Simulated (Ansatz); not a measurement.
Input file:

```yaml
crystal:
  periodic: [false, false, false]
  atoms:
    - {symbol: Ga, position_ang: [0.000000, 0.023829, 0.018810]}
    - {symbol: H, position_ang: [0.000000, -2.048762, 0.018810]}
    - {symbol: H, position_ang: [0.000000, 0.254483, -2.865983]}
    - {symbol: H, position_ang: [0.000000, 0.145934, 1.545980]}
basis:
  gaussian: {orbitals: def2-mTZVP, fitting: {mean_field: def2-universal-jkfit}}
total_charge: 1
magnetization: {spin_polarized: false, initial_magnetization: 1}
hamiltonian: {pseudopotentials: {relativity: scalar}}
correlation: {method: sc_nevpt2, electrons: outside_noble_gas, active_space: {window: {electrons: 1, orbitals: 6}, states: [{multiplicity: 2, weights: [1, 1, 1]}]}}
accuracy: high
scf: {lower_state_search: off}
```

```sh
$ ansatz run in.yaml --threads 1 --pin off --events-out ev --progress --plain --max-ram 2393MiB
```

Output:

```
these checks for a lower state are left out or cut short: stability, starts, cluster_reference, orbital_swaps, neighbouring_geometries, increment
320 factors; integrals over basis functions are off by at most 1.2e0 eV
mean field evaluation 1: about -52776.3580 eV, gradient 1.0e1 eV
mean field evaluation 2: about -52776.8892 eV, gradient 7.4e0 eV
mean field evaluation 4: about -52778.2533 eV, gradient 2.6e0 eV
mean field evaluation 8: about -52778.4592 eV, gradient 1.4e-3 eV
mean field -52778.45915587 eV, -1939.5725994536 hartree, gradient 7.9e-8 eV, S^2 0.750000; 0 other end points of the search recorded, 0 dependent functions left out
reference -52778.45915587 eV, -1939.5725994536 hartree; 17, 16 occupied and 28, 29 virtual orbitals, 320 factors
state -52777.42382051 eV, -1939.5345515811 hartree
state -52774.20809797 eV, -1939.4163759574 hartree
state -52771.38977485 eV, -1939.3128044929 hartree
state -52777.42382051 eV, -1939.5345515811 hartree; corrected -52779.50809752 eV, -1939.6111473483 hartree
state -52774.20809797 eV, -1939.4163759574 hartree; corrected -52776.66009417 eV, -1939.5064851558 hartree
state -52771.38977485 eV, -1939.3128044929 hartree; corrected -52773.63396381 eV, -1939.3952769161 hartree
WARN: 3 active orbitals are nearly empty or full. The corrections depend on them more than the energy does, and are more stable in an active space without them
Total energy: -52776.60071850 eV, -1939.5043031401 hartree
Relativity: scalar
Checks for a lower state left out: stability, starts, cluster_reference, orbital_swaps, neighbouring_geometries, increment
```

The total printed last is the weighted mean of the 3 states, 2.907 eV above the lowest of them, and is no single state's energy. Before any correction even the lowest state lies above the reference determinant, by 1.04 eV, so the averaged orbitals or the space serve it badly.

Ran on 1 thread of Arm Neoverse V1, shared host: 0.75 s wall, 0.07 GiB peak host memory.
